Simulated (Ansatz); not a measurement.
Input file:

```yaml
crystal:
  periodic: [false, false, false]
  atoms:
    - {symbol: Br, position_ang: [0.000000, 0.011131, 0.226374]}
    - {symbol: Be, position_ang: [0.000000, -0.239372, -1.841083]}
    - {symbol: H, position_ang: [0.000000, 1.257889, -1.484206]}
basis:
  gaussian: {orbitals: cc-pVDZ, fitting: {mean_field: def2-universal-jkfit}}
magnetization: {spin_polarized: true, initial_magnetization: 4}
hamiltonian: {xc: {name: PBE0}}
correlation: {method: bccd, electrons: outside_noble_gas}
```

```sh
$ ansatz run in.yaml --threads 1 --pin off --events-out ev --progress --plain --max-ram 2393MiB
```

The program prints:

```
335 factors; integrals over basis functions are off by at most 4.3e-1 eV
mean field evaluation 1: about -70443.1802 eV, gradient 1.5e1 eV
mean field evaluation 2: about -70443.1797 eV, gradient 1.5e1 eV
mean field evaluation 4: about -70445.5486 eV, gradient 1.9e0 eV
mean field evaluation 8: about -70445.5969 eV, gradient 7.6e-2 eV
mean field evaluation 16: about -70445.5970 eV, gradient 2.2e-6 eV
mean field evaluation 32: about -70445.5948 eV, gradient 4.8e-1 eV
mean field -70445.59700880 eV, -2588.8279403326 hartree, gradient 2.2e-6 eV, S^2 6.003793; 3 other end points of the search recorded, 0 dependent functions left out
15 core orbitals not correlated: weight in the atoms' cores, before any rotation towards them, 1.000 or more for the frozen orbitals, at most 0.000 for the correlated occupied ones
reference -70404.62261611 eV, -2587.3221591747 hartree; 7, 3 occupied and 24, 28 virtual orbitals, 335 factors
second order -3.31755616 eV of doubles, -0.12021463 eV of singles
cycle   1  -3.79618625 eV  change   -3.6e-1 eV  update   4.3e-2
cycle   2  -3.89919426 eV  change   -1.0e-1 eV  update   1.5e-2
cycle   3  -3.91338262 eV  change   -1.4e-2 eV  update   5.7e-3
cycle   4  -3.91448747 eV  change   -1.1e-3 eV  update   2.7e-3
cycle   5  -3.91508473 eV  change   -6.0e-4 eV  update   1.3e-3
cycle   6  -3.91516504 eV  change   -8.0e-5 eV  update   5.5e-4
cycle   7  -3.91525148 eV  change   -8.6e-5 eV  update   2.7e-4
cycle   8  -3.91526291 eV  change   -1.1e-5 eV  update   1.2e-4
cycle   9  -3.91524081 eV  change    2.2e-5 eV  update   4.2e-5
cycle  10  -3.91524042 eV  change    4.0e-7 eV  update   1.7e-5
cycle  11  -3.91523759 eV  change    2.8e-6 eV  update   7.1e-6
Total energy: -70408.53785370 eV, -2587.4660415023 hartree
```

Ran on 1 thread of AMD EPYC 7B13, shared host: 2.4 s wall, 0.17 GiB peak host memory.
